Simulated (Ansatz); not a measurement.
# Al₂H₂ (triplet): from Hartree-Fock to the top rungs at scale of all distances = 2.437, 6-31G

Aim: climb from Hartree-Fock through coupled cluster and multireference methods for Al₂H₂ (triplet) at one geometry and basis, and see what each rung misses.

Program: Ansatz 0.2.0, Gaussian basis. Level of theory: 6-31G, core rule «outside noble gas», up to 10 orbitals frozen. These are calculated values, not measurements.

The runs, in order: UHF; CCSD(T) on ROHF; CCSD(T) on UHF; BCCD(T) on ROHF; CISD; CCSDT(Q) on ROHF; CCSDT(Q) on UHF; CISDTQ; CASSCF and MRCISD+Q, 4 electrons in 4 orbitals; CASSCF and NEVPT2, 4 electrons in 4 orbitals; CASSCF and MRCISD+Q, 8 electrons in 10 orbitals; CASSCF and NEVPT2, 8 electrons in 10 orbitals; Full CI.

15 further runs of the same task are left out: 13 that didn't finish, 2 set aside as unsound or not needed.

### 1 The geometry

The geometry derives from a PBE0/def2-TZVP stationary point (not a proven minimum). All distances are scaled together.

4 atoms, charge 0, spin multiplicity 3.

Atoms are counted from 1 here; the program's logs count them from 0.

No contacts short enough for the rule that draws bonds.

Geometry (Å):

```
Al    0.00000    0.00000    2.80256
Al    0.00000    0.00000   -2.80256
H     0.00000    0.00000    6.63973
H     0.00000    0.00000   -6.63973
```

### 2 UHF

Contents of in.yaml:

```yaml
crystal:
  periodic: [false, false, false]
  atoms:
    - {symbol: Al, position_ang: [0.000000, 0.000000, 2.802565]}
    - {symbol: Al, position_ang: [0.000000, 0.000000, -2.802565]}
    - {symbol: H, position_ang: [0.000000, 0.000000, 6.639726]}
    - {symbol: H, position_ang: [0.000000, 0.000000, -6.639726]}
basis:
  gaussian: {orbitals: 6-31G}
magnetization: {spin_polarized: true, initial_magnetization: 2}
hamiltonian: {xc: hf}
output: {orbitals: {seedname: orbitals}}
```

Launch:

```bash
> ansatz run in.yaml --threads 1 --pin off --events-out ev --progress --plain --max-ram 2393MiB
```

After this run come: CCSD(T) on ROHF; CCSD(T) on UHF; BCCD(T) on ROHF; CISD; CCSDT(Q) on ROHF; CCSDT(Q) on UHF; CISDTQ; CASSCF and MRCISD+Q, 4 electrons in 4 orbitals; CASSCF and NEVPT2, 4 electrons in 4 orbitals; CASSCF and MRCISD+Q, 8 electrons in 10 orbitals; CASSCF and NEVPT2, 8 electrons in 10 orbitals; Full CI.

Before running them: what should the planned runs give, taken together? Wanted: FCI below the RHF energy; RMP2 from FCI; UMP2 from FCI; RCCSD from FCI; RCCSD(T) from FCI; UCCSD(T) from FCI; RCCSDT(Q) from FCI; UCCSDT(Q) from FCI; NEVPT2 valence from FCI.

As calculated:

| quantity | value |
| --- | --- |
| FCI below the RHF energy | -3.5219 eV |
| RMP2 from FCI | +178.1 kJ/mol |
| UMP2 from FCI | +79.4 kJ/mol |
| RCCSD from FCI | +19.3 kJ/mol |
| RCCSD(T) from FCI | +11.6 kJ/mol |
| UCCSD(T) from FCI | +3.3 kJ/mol |
| RCCSDT(Q) from FCI | +11.2 kJ/mol |
| UCCSDT(Q) from FCI | +0.5 kJ/mol |
| NEVPT2 valence from FCI | +18.8 kJ/mol |
| MRCISD+Q valence from FCI | +0.2 kJ/mol |
| levels within 1 kcal/mol (43 meV) | UCCSD(T), UCCSDT, UCCSDT(Q), MRCISD valence, MRCISD+Q valence |
| T1 diagnostic | 0.105 |
| effectively unpaired electrons | 3.99 |

RCCSD(T) misses by +11.6 kJ/mol, 3.4 % of the correlation energy. CCSD(T) misses by +11.6 kJ/mol on the restricted determinant and by +3.3 kJ/mol on the unrestricted one; the two need not hold the same state or core. The occupations show strong static correlation (4.0 unpaired electrons where one determinant has 2). Coupled cluster on one determinant still stays close here. Of the multireference levels listed MRCISD+Q valence comes nearest in total energy (+0.2 kJ/mol), which doesn't show that its space is the better one. Coupled cluster took another determinant than the lowest Hartree-Fock one. These misses are within one basis, not against nature; the frozen cores of restricted and unrestricted runs differ, which can shift their rows.
